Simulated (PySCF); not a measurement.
BeH, SMILES [BeH+], charge +1. Geometry: r2SCAN-D4/def2-TZVPD. The spin state was assumed, not searched.

Level of theory: PySCF with r2SCAN-D4/def2-TZVPD.

Harmonic wavenumbers (cm⁻¹): 2211. Rotational constants (GHz): 320.7 (linear); symmetry number 1.

**Question.** Work out the zero-point energy and the ideal-gas rigid-rotor harmonic-oscillator thermochemistry at 298.15 K and 1 atm.

**Answer.** ZPE = ½ Σ hcν = ½ × 2211 cm⁻¹ = 13.22 kJ/mol. H − E(el) = 21.90 kJ/mol. Entropy in J/(mol K): translation 137.49, rotation 32.96, vibration 0.00, total 170.45. G − E(el) = -28.92 kJ/mol. Cp = 29.12 J/(mol K).
